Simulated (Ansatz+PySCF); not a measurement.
Values are calculated unless marked as measured or tabulated.
Input for PySCF 2.14.0:

```python
from pyscf import gto, scf, mp

# the (T+d) and (D+d) sets load through basis_set_exchange
mol = gto.M(atom="""
C -0.551680 0.550140 -0.133540
H -0.725870 1.499010 0.363380
F -1.527410 -0.342380 0.027470
Cl 1.046040 -0.101080 0.011210
""", basis={'C': 'cc-pvtz', 'Cl': 'cc-pv(t+d)z', 'F': 'cc-pvtz', 'H': 'cc-pvtz'}, charge=0, spin=1)
mf = scf.UHF(mol)
mf.kernel()
pt = mp.MP2(mf, frozen=7).run()
print(mf.e_tot, pt.e_corr, pt.e_tot)
```

The script is written out from the run's settings.

Output:

```json
{"Converged": "yes", "Reference energy": "-597.40243 hartree", "Correlation energy": "-0.57760 hartree", "Total energy": "-597.98002 hartree", "Spin squared of the determinant": "0.762"}
```
